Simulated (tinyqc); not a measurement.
Worked calculation (part 1 of 2): UKS/LDA (PW92) in the sto-6g basis, for OH+, spin multiplicity 3. Computed by tinyqc, a small Python program that keeps every step (integrals from PySCF). Settings: charge = 1, multiplicity = 3, basis = sto-6g, energy threshold = 1e-10, iteration cap = 60, orthogonalisation = canonical, start = core, DIIS depth = 4, DIIS from iteration = 3, damping = 0.5, method = UKS, functional = lda,pw, grid = [30, 50]. Command: `OMP_NUM_THREADS=1 python tinyqc.py 20523 20524 out.jsonl` (the two numbers bound the seeds that draw the settings). One thread of a shared host (Intel(R) Xeon(R) Processor @ 2.60GHz), about 2 s of CPU time with the checks. Later iterations appear only in the table of the cycle.

## One-electron integrals

Geometry (angstrom):
```
atom         x         y         z
O     0.000000  0.000000  0.000000
H     0.000000  0.000000  1.061000
```

Basis sto-6g: exponents (1/bohr^2) and contraction coefficients of normalised primitives:
```
element  l (shell)     exponent  coefficient
O            s (1)  1355.584234     0.009164
O            s (1)   248.544885     0.049361
O            s (1)    69.533902     0.168538
O            s (1)    23.886772     0.370563
O            s (1)     9.275933     0.416492
O            s (1)     3.820341     0.130334
O            s (2)    52.187762    -0.013253
O            s (2)    10.329320    -0.046992
O            s (2)     3.210345    -0.033785
O            s (2)     1.235135     0.250242
O            s (2)     0.536420     0.595117
O            s (2)     0.245881     0.240706
O            p (3)    52.187762     0.003760
O            p (3)    10.329320     0.037679
O            p (3)     3.210345     0.173897
O            p (3)     1.235135     0.418036
O            p (3)     0.536420     0.425860
O            p (3)     0.245881     0.101708
H            s (1)    35.523221     0.009164
H            s (1)     6.513144     0.049361
H            s (1)     1.822143     0.168538
H            s (1)     0.625955     0.370563
H            s (1)     0.243077     0.416492
H            s (1)     0.100112     0.130334
```

Overlap, kinetic and nuclear-attraction integrals over the contracted functions; the nuclear repulsion is the sum of Za Zb / Rab.

nuclear repulsion = 3.99002610 hartree

overlap S:
```
           1O 1s     1O 2s    1O 2px    1O 2py    1O 2pz     2H 1s
1O 1s   1.000000  0.231145  0.000000  0.000000  0.000000  0.043664
1O 2s   0.231145  1.000000  0.000000  0.000000  0.000000  0.411461
1O 2px  0.000000  0.000000  1.000000  0.000000  0.000000  0.000000
1O 2py  0.000000  0.000000  0.000000  1.000000  0.000000  0.000000
1O 2pz  0.000000  0.000000  0.000000  0.000000  1.000000  0.354882
2H 1s   0.043664  0.411461  0.000000  0.000000  0.354882  1.000000
```

kinetic energy T (hartree):
```
            1O 1s      1O 2s    1O 2px    1O 2py    1O 2pz      2H 1s
1O 1s   29.327197  -0.896024  0.000000  0.000000  0.000000  -0.005242
1O 2s   -0.896024   0.842618  0.000000  0.000000  0.000000   0.083429
1O 2px   0.000000   0.000000  2.531309  0.000000  0.000000   0.000000
1O 2py   0.000000   0.000000  0.000000  2.531309  0.000000   0.000000
1O 2pz   0.000000   0.000000  0.000000  0.000000  2.531309   0.209299
2H 1s   -0.005242   0.083429  0.000000  0.000000  0.209299   0.768522
```

nuclear attraction V (hartree):
```
             1O 1s      1O 2s     1O 2px     1O 2py     1O 2pz      2H 1s
1O 1s   -61.757069  -6.266566   0.000000   0.000000  -0.013367  -1.357464
1O 2s    -6.266566  -9.495562   0.000000   0.000000  -0.153287  -3.029403
1O 2px    0.000000   0.000000  -9.462235   0.000000   0.000000   0.000000
1O 2py    0.000000   0.000000   0.000000  -9.462235   0.000000   0.000000
1O 2pz   -0.013367  -0.153287   0.000000   0.000000  -9.561005  -2.357783
2H 1s    -1.357464  -3.029403   0.000000   0.000000  -2.357783  -5.133259
```

core Hamiltonian H = T + V (hartree):
```
             1O 1s      1O 2s     1O 2px     1O 2py     1O 2pz      2H 1s
1O 1s   -32.429871  -7.162590   0.000000   0.000000  -0.013367  -1.362706
1O 2s    -7.162590  -8.652943   0.000000   0.000000  -0.153287  -2.945974
1O 2px    0.000000   0.000000  -6.930927   0.000000   0.000000   0.000000
1O 2py    0.000000   0.000000   0.000000  -6.930927   0.000000   0.000000
1O 2pz   -0.013367  -0.153287   0.000000   0.000000  -7.029696  -2.148484
2H 1s    -1.362706  -2.945974   0.000000   0.000000  -2.148484  -4.364737
```

## Two-electron integrals

Functions are numbered as in S; the eight-fold symmetry (ij|kl) = (ji|kl) = (kl|ij) leaves the list below.

Two-electron integrals (ij|kl) in chemists' order, unique and non-zero (hartree):
```
(11|11) 4.787491   (21|11) 0.675884   (21|21) 0.121505   (22|11) 1.117379
(22|21) 0.249212   (22|22) 0.817383   (31|31) 0.025762   (32|31) 0.039145
(32|32) 0.180664   (33|11) 1.117381   (33|21) 0.249212   (33|22) 0.817382
(33|33) 0.880663   (41|41) 0.025762   (42|41) 0.039145   (42|42) 0.180664
(43|43) 0.047461   (44|11) 1.117381   (44|21) 0.249212   (44|22) 0.817382
(44|33) 0.785741   (44|44) 0.880663   (51|51) 0.025762   (52|51) 0.039145
(52|52) 0.180664   (53|53) 0.047461   (54|54) 0.047461   (55|11) 1.117381
(55|21) 0.249212   (55|22) 0.817382   (55|33) 0.785741   (55|44) 0.785741
(55|55) 0.880663   (61|11) 0.136055   (61|21) 0.023448   (61|22) 0.047055
(61|33) 0.046954   (61|44) 0.046954   (61|51) 0.001148   (61|52) 0.002246
(61|55) 0.047256   (61|61) 0.004612   (62|11) 0.336630   (62|21) 0.076159
(62|22) 0.277312   (62|33) 0.272665   (62|44) 0.272665   (62|51) 0.006107
(62|52) 0.045433   (62|55) 0.286606   (62|61) 0.014783   (62|62) 0.117992
(63|31) 0.008383   (63|32) 0.047451   (63|53) 0.009331   (63|63) 0.016509
(64|41) 0.008383   (64|42) 0.047451   (64|54) 0.009331   (64|64) 0.016509
(65|11) 0.245886   (65|21) 0.056409   (65|22) 0.219062   (65|33) 0.209255
(65|44) 0.209255   (65|51) 0.012322   (65|52) 0.081171   (65|55) 0.238677
(65|61) 0.011439   (65|62) 0.113316   (65|65) 0.124108   (66|11) 0.486251
(66|21) 0.112057   (66|22) 0.467270   (66|33) 0.448796   (66|44) 0.448796
(66|51) 0.011446   (66|52) 0.117058   (66|55) 0.504215   (66|61) 0.021963
(66|62) 0.254240   (66|65) 0.278594   (66|66) 0.774999
```

## Orthogonalisation

S = U s U^T; canonical form X = U s^(-1/2), so that X^T S X = 1. Each column of U has its largest component positive (the first on a tie).

eigenvalues of S: 0.439325  0.843012  1.000000  1.000000  1.130110  1.587554

X:
```
                1          2          3         4          5         6
1O 1s    0.276030   0.764179   0.000000  0.000000   0.594299  0.217483
1O 2s   -0.862194  -0.471932   0.000000  0.000000   0.375182  0.453559
1O 2px   0.000000   0.000000   0.976676  0.214717   0.000000  0.000000
1O 2py   0.000000   0.000000  -0.214717  0.976676   0.000000  0.000000
1O 2pz  -0.645488   0.563400   0.000000  0.000000  -0.587024  0.317398
2H 1s    1.019802  -0.249230   0.000000  0.000000  -0.215220  0.525494
```

Within a degenerate level the vectors are fixed only up to a rotation; this is one choice.

## Starting guess

The start is the orbitals of the core Hamiltonian; D(s) = C_occ C_occ^T for each spin.

D(alpha) at the start:
```
            1O 1s      1O 2s    1O 2px    1O 2py     1O 2pz      2H 1s
1O 1s    1.059647  -0.265395  0.000000  0.000000  -0.018787   0.040294
1O 2s   -0.265395   1.177950  0.000000  0.000000   0.113747  -0.174088
1O 2px   0.000000   0.000000  1.000000  0.000000   0.000000   0.000000
1O 2py   0.000000   0.000000  0.000000  1.000000   0.000000   0.000000
1O 2pz  -0.018787   0.113747  0.000000  0.000000   1.104208  -0.184196
2H 1s    0.040294  -0.174088  0.000000  0.000000  -0.184196   0.051361
```

D(beta) at the start:
```
            1O 1s      1O 2s    1O 2px    1O 2py     1O 2pz      2H 1s
1O 1s    1.059647  -0.265395  0.000000  0.000000  -0.018787   0.040294
1O 2s   -0.265395   1.177950  0.000000  0.000000   0.113747  -0.174088
1O 2px   0.000000   0.000000  0.000000  0.000000   0.000000   0.000000
1O 2py   0.000000   0.000000  0.000000  0.000000   0.000000   0.000000
1O 2pz  -0.018787   0.113747  0.000000  0.000000   1.104208  -0.184196
2H 1s    0.040294  -0.174088  0.000000  0.000000  -0.184196   0.051361
```

## Iteration 1: exchange-correlation on the grid

Becke grid with 30 radial and 50 angular points per atom, points of zero weight dropped. rho = sum D_ij phi_i phi_j; V_xc,ij = sum w v_xc phi_i phi_j; v_xc is d(rho eps)/d rho(s) for spin s.

The 16 grid points with the largest w rho, of 2982 (bohr, atomic units):
```
x                  y          z         w  rho(alpha)  rho(beta)     eps_xc  v_xc(alpha)
0.300486    0.300486  -0.901457  0.050406    0.279786   0.242448  -0.661238    -0.882352
-0.300486   0.300486  -0.901457  0.050406    0.279786   0.242448  -0.661238    -0.882352
0.300486   -0.300486  -0.901457  0.050406    0.279786   0.242448  -0.661238    -0.882352
-0.300486  -0.300486  -0.901457  0.050406    0.279786   0.242448  -0.661238    -0.882352
0.000000    0.704702  -0.704702  0.056407    0.277725   0.175046  -0.637295    -0.873284
0.704702    0.000000  -0.704702  0.056407    0.277725   0.175046  -0.637295    -0.873284
-0.704702   0.000000  -0.704702  0.056407    0.277725   0.175046  -0.637295    -0.873284
0.000000   -0.704702  -0.704702  0.056407    0.277725   0.175046  -0.637295    -0.873284
0.000000   -0.704702   0.704702  0.053378    0.289891   0.187211  -0.647253    -0.885741
-0.704702   0.000000   0.704702  0.053378    0.289891   0.187211  -0.647253    -0.885741
0.704702    0.000000   0.704702  0.053378    0.289891   0.187211  -0.647253    -0.885741
0.000000    0.704702   0.704702  0.053378    0.289891   0.187211  -0.647253    -0.885741
0.365275    0.365275  -1.095824  0.085593    0.157644   0.136647  -0.553101    -0.736542
-0.365275   0.365275  -1.095824  0.085593    0.157644   0.136647  -0.553101    -0.736542
0.365275   -0.365275  -1.095824  0.085593    0.157644   0.136647  -0.553101    -0.736542
-0.365275  -0.365275  -1.095824  0.085593    0.157644   0.136647  -0.553101    -0.736542
```

electrons on the grid, sum of w rho = 8.000117

E_xc = sum of w rho eps_xc = -8.15571758 hartree

V_xc(alpha) (hartree):
```
            1O 1s      1O 2s     1O 2px     1O 2py     1O 2pz      2H 1s
1O 1s   -2.946310  -0.385939   0.000000   0.000000  -0.001133  -0.079513
1O 2s   -0.385939  -0.823422   0.000000   0.000000  -0.000037  -0.240605
1O 2px   0.000000   0.000000  -0.821388   0.000000   0.000000   0.000000
1O 2py   0.000000   0.000000   0.000000  -0.821388   0.000000   0.000000
1O 2pz  -0.001133  -0.000037   0.000000   0.000000  -0.827494  -0.170599
2H 1s   -0.079513  -0.240605   0.000000   0.000000  -0.170599  -0.249662
```

V_xc(beta) (hartree):
```
            1O 1s      1O 2s     1O 2px     1O 2py     1O 2pz      2H 1s
1O 1s   -2.910903  -0.359795   0.000000   0.000000  -0.001395  -0.075176
1O 2s   -0.359795  -0.697335   0.000000   0.000000  -0.000806  -0.209969
1O 2px   0.000000   0.000000  -0.667047   0.000000   0.000000   0.000000
1O 2py   0.000000   0.000000   0.000000  -0.667047   0.000000   0.000000
1O 2pz  -0.001395  -0.000806   0.000000   0.000000  -0.757917  -0.157723
2H 1s   -0.075176  -0.209969   0.000000   0.000000  -0.157723  -0.231581
```

## Iteration 1: building the Kohn-Sham matrix

J_ij = sum D_kl (ij|kl) with D = D(alpha) + D(beta); F = H + J + V_xc; E = tr D H + tr D J / 2 + E_xc + E_nn.

Coulomb J (hartree):
```
            1O 1s     1O 2s    1O 2px    1O 2py    1O 2pz     2H 1s
1O 1s   16.419739  2.860015  0.000000  0.000000  0.003903  0.557788
1O 2s    2.860015  7.170128  0.000000  0.000000  0.000202  2.347219
1O 2px   0.000000  0.000000  7.140441  0.000000  0.000000  0.000000
1O 2py   0.000000  0.000000  0.000000  7.140441  0.000000  0.000000
1O 2pz   0.003903  0.000202  0.000000  0.000000  7.229502  1.819039
2H 1s    0.557788  2.347219  0.000000  0.000000  1.819039  3.776746
```

F(alpha) (hartree):
```
             1O 1s      1O 2s     1O 2px     1O 2py     1O 2pz      2H 1s
1O 1s   -18.956443  -4.688514   0.000000   0.000000  -0.010597  -0.884432
1O 2s    -4.688514  -2.306238   0.000000   0.000000  -0.153122  -0.839359
1O 2px    0.000000   0.000000  -0.611874   0.000000   0.000000   0.000000
1O 2py    0.000000   0.000000   0.000000  -0.611874   0.000000   0.000000
1O 2pz   -0.010597  -0.153122   0.000000   0.000000  -0.627689  -0.500045
2H 1s    -0.884432  -0.839359   0.000000   0.000000  -0.500045  -0.837654
```

F(beta) (hartree):
```
             1O 1s      1O 2s     1O 2px     1O 2py     1O 2pz      2H 1s
1O 1s   -18.921035  -4.662370   0.000000   0.000000  -0.010859  -0.880095
1O 2s    -4.662370  -2.180151   0.000000   0.000000  -0.153891  -0.808724
1O 2px    0.000000   0.000000  -0.457533   0.000000   0.000000   0.000000
1O 2py    0.000000   0.000000   0.000000  -0.457533   0.000000   0.000000
1O 2pz   -0.010859  -0.153891   0.000000   0.000000  -0.558111  -0.487168
2H 1s    -0.880095  -0.808724   0.000000   0.000000  -0.487168  -0.819572
```

total energy of this density = -73.96273534 hartree

This density is the starting one.

## Iteration 1: diagonalisation and new density

Diagonalise F' = X^T F X, C = X C', fill 5 alpha and 3 beta electrons from the bottom; D(s) = C_occ C_occ^T; the new density keeps 0.5 of the old one (damping). Each column has its largest component positive (the first on a tie).

F' = X^T F X (alpha) (hartree):
```
           1          2          3          4          5          6
1  -0.589996  -1.537177   0.000000   0.000000  -1.265947  -0.501584
2  -1.537177  -8.100984   0.000000   0.000000  -7.883730  -3.935927
3   0.000000   0.000000  -0.611874   0.000000   0.000000   0.000000
4   0.000000   0.000000   0.000000  -0.611874   0.000000   0.000000
5  -1.265947  -7.883730   0.000000   0.000000  -9.055489  -4.385289
6  -0.501584  -3.935927   0.000000   0.000000  -4.385289  -3.405177
```

orbital energies (alpha) (hartree): MO1 -18.962494, MO2 -1.278569, MO3 -0.711087, MO4 -0.611874, MO5 -0.611874, MO6 -0.199497

coefficients C (alpha):
```
              MO1        MO2        MO3       MO4        MO5        MO6
1O 1s    0.995300  -0.227188   0.120664  0.000000   0.000000   0.062090
1O 2s    0.020693   0.872947  -0.595078  0.000000   0.000000  -0.442710
1O 2px   0.000000   0.000000   0.000000  0.008022   0.999968   0.000000
1O 2py   0.000000   0.000000   0.000000  0.999968  -0.008022   0.000000
1O 2pz   0.002713   0.217038   0.607954  0.000000   0.000000  -0.873322
2H 1s   -0.005782   0.216089   0.567408  0.000000   0.000000   1.027568
```

F' = X^T F X (beta) (hartree):
```
           1          2          3          4          5          6
1  -0.527363  -1.524316   0.000000   0.000000  -1.275421  -0.552829
2  -1.524316  -8.045752   0.000000   0.000000  -7.912985  -3.947516
3   0.000000   0.000000  -0.457533   0.000000   0.000000   0.000000
4   0.000000   0.000000   0.000000  -0.457533   0.000000   0.000000
5  -1.275421  -7.912985   0.000000   0.000000  -8.991044  -4.365638
6  -0.552829  -3.947516   0.000000   0.000000  -4.365638  -3.340772
```

orbital energies (beta) (hartree): MO1 -18.926370, MO2 -1.178071, MO3 -0.647127, MO4 -0.457533, MO5 -0.457533, MO6 -0.153364

coefficients C (beta):
```
              MO1        MO2        MO3        MO4       MO5        MO6
1O 1s    0.995608  -0.215654  -0.137373   0.000000  0.000000   0.063538
1O 2s    0.019377   0.817292   0.668503   0.000000  0.000000  -0.444227
1O 2px   0.000000   0.000000   0.000000  -0.001180  0.999999   0.000000
1O 2py   0.000000   0.000000   0.000000   0.999999  0.001180   0.000000
1O 2pz   0.002584   0.230819  -0.560419   0.000000  0.000000  -0.901143
2H 1s   -0.005405   0.284640  -0.587427   0.000000  0.000000   0.999228
```

D(alpha) after iteration 1:
```
            1O 1s      1O 2s    1O 2px    1O 2py     1O 2pz      2H 1s
1O 1s    1.058222  -0.257463  0.000000  0.000000   0.003981   0.026956
1O 2s   -0.257463   1.147267  0.000000  0.000000  -0.029257  -0.161613
1O 2px   0.000000   0.000000  1.000000  0.000000   0.000000   0.000000
1O 2py   0.000000   0.000000  0.000000  1.000000   0.000000   0.000000
1O 2pz   0.003981  -0.029257  0.000000  0.000000   0.760464   0.103823
2H 1s    0.026956  -0.161613  0.000000  0.000000   0.103823   0.210021
```

D(beta) after iteration 1:
```
            1O 1s      1O 2s    1O 2px    1O 2py     1O 2pz      2H 1s
1O 1s    1.058131  -0.257095  0.000000  0.000000   0.005498   0.027113
1O 2s   -0.257095   1.146594  0.000000  0.000000  -0.036099  -0.167128
1O 2px   0.000000   0.000000  0.000000  0.000000   0.000000   0.000000
1O 2py   0.000000   0.000000  0.000000  0.000000   0.000000   0.000000
1O 2pz   0.005498  -0.036099  0.000000  0.000000   0.735781   0.105348
2H 1s    0.027113  -0.167128  0.000000  0.000000   0.105348   0.238740
```

Within a degenerate level the vectors are fixed only up to a rotation; this is one choice.

## Iteration 2: exchange-correlation on the grid

As before.

The 16 grid points with the largest w rho, of 2982 (bohr, atomic units):
```
x                  y          z         w  rho(alpha)  rho(beta)     eps_xc  v_xc(alpha)
0.000000    0.704702  -0.704702  0.056407    0.260043   0.155850  -0.621772    -0.854264
0.704702    0.000000  -0.704702  0.056407    0.260043   0.155850  -0.621772    -0.854264
-0.704702   0.000000  -0.704702  0.056407    0.260043   0.155850  -0.621772    -0.854264
0.000000   -0.704702  -0.704702  0.056407    0.260043   0.155850  -0.621772    -0.854264
0.300486    0.300486  -0.901457  0.050406    0.245913   0.205772  -0.632253    -0.846317
-0.300486   0.300486  -0.901457  0.050406    0.245913   0.205772  -0.632253    -0.846317
0.300486   -0.300486  -0.901457  0.050406    0.245913   0.205772  -0.632253    -0.846317
-0.300486  -0.300486  -0.901457  0.050406    0.245913   0.205772  -0.632253    -0.846317
0.000000    0.856645  -0.856645  0.095783    0.146439   0.087844  -0.520030    -0.712203
0.856645    0.000000  -0.856645  0.095783    0.146439   0.087844  -0.520030    -0.712203
-0.856645   0.000000  -0.856645  0.095783    0.146439   0.087844  -0.520030    -0.712203
0.000000   -0.856645  -0.856645  0.095783    0.146439   0.087844  -0.520030    -0.712203
0.365275    0.365275  -1.095824  0.085593    0.138545   0.115972  -0.528974    -0.706506
-0.365275   0.365275  -1.095824  0.085593    0.138545   0.115972  -0.528974    -0.706506
0.365275   -0.365275  -1.095824  0.085593    0.138545   0.115972  -0.528974    -0.706506
-0.365275  -0.365275  -1.095824  0.085593    0.138545   0.115972  -0.528974    -0.706506
```

electrons on the grid, sum of w rho = 8.000143

E_xc = sum of w rho eps_xc = -7.89138601 hartree

V_xc(alpha) (hartree):
```
            1O 1s      1O 2s     1O 2px     1O 2py     1O 2pz      2H 1s
1O 1s   -2.939486  -0.381674   0.000000   0.000000   0.000284  -0.078624
1O 2s   -0.381674  -0.811325   0.000000   0.000000  -0.002326  -0.256847
1O 2px   0.000000   0.000000  -0.812061   0.000000   0.000000   0.000000
1O 2py   0.000000   0.000000   0.000000  -0.812061   0.000000   0.000000
1O 2pz   0.000284  -0.002326   0.000000   0.000000  -0.809857  -0.199386
2H 1s   -0.078624  -0.256847   0.000000   0.000000  -0.199386  -0.409357
```

V_xc(beta) (hartree):
```
            1O 1s      1O 2s     1O 2px     1O 2py     1O 2pz      2H 1s
1O 1s   -2.902940  -0.354343   0.000000   0.000000   0.000494  -0.074044
1O 2s   -0.354343  -0.679856   0.000000   0.000000  -0.001557  -0.226225
1O 2px   0.000000   0.000000  -0.652663   0.000000   0.000000   0.000000
1O 2py   0.000000   0.000000   0.000000  -0.652663   0.000000   0.000000
1O 2pz   0.000494  -0.001557   0.000000   0.000000  -0.734247  -0.187606
2H 1s   -0.074044  -0.226225   0.000000   0.000000  -0.187606  -0.400771
```
